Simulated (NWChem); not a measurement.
## Basis-set convergence for C₂H₃F

```xyz
6

C      1.1815    -0.1871     0.0000
C     -0.1259    -0.4075     0.0000
F     -1.0213     0.5743     0.0000
H      1.5823     0.8287     0.0000
H      1.8700    -1.0325     0.0000
H     -0.5944    -1.3973     0.0000
```
Charge 0, spin multiplicity 1.

Program: NWChem. Structure: optimised with PBE0/def2-SVP, a minimum by its harmonic frequencies.

Quantity: LUMO energy at the level PBE.

The Pople sets run with spherical d functions. The structure started from a generated list of species.

```tsv
basis	functions	LUMO energy (eV)
STO-3G	18	2.73
6-31G*	48	-0.17
6-31+G*	60	-0.82
6-311G**	72	-0.58
def2-SVPD	87	-0.90
aug-pcseg-1	96	-0.94
pcseg-2	132	-0.88
def2-TZVPP	135	-0.81
def2-TZVPD	141	-0.91
aug-cc-pVTZ	207	-0.94
```

Smallest basis within 0.1 eV of aug-cc-pVTZ, the largest set run: def2-SVPD, with 87 functions against 207 and about 3 % of the time (also within reach: aug-pcseg-1, pcseg-2, def2-TZVPD). aug-cc-pVTZ isn't the basis-set limit itself, and a small set can land close by cancellation.
